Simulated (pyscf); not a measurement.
Optimised with ωB97X-D3(BJ)/def2-SVP in PySCF. Correlated levels are frozen-core, on RHF or UHF. ΔMP2 is the change of the MP2 total energy from the triple- to the quadruple-zeta basis.

Estimate the classical barrier height and the reaction energy of •HC=CH₂ (SMILES [CH]=C) + CH₄ (SMILES C) → H₂C=CH₂ (SMILES C=C) + CH₃• (SMILES [CH3]) at CCSD(T)/def2-TZVPP + ΔMP2(QZVPP). The step runs on the doublet surface, breaks C–H and forms C–H; take the separated reactants as zero.

ΔE‡ = 13.1 kcal/mol, ΔE = -6.1 kcal/mol. Zero-point energy shifts the barrier by -1.3 kcal/mol. It is a hydrogen abstraction, with an imaginary mode of 1680i cm⁻¹. This is the saddle that the search found; another between the same sides may lie lower. The angle at the transferred H is 176°. The CCSD(T) − MP2 part came from Ansatz, without density fitting, on the same reference. A UHF reference is spin-contaminated (<S²> up to 0.96), which harms MP2 most.
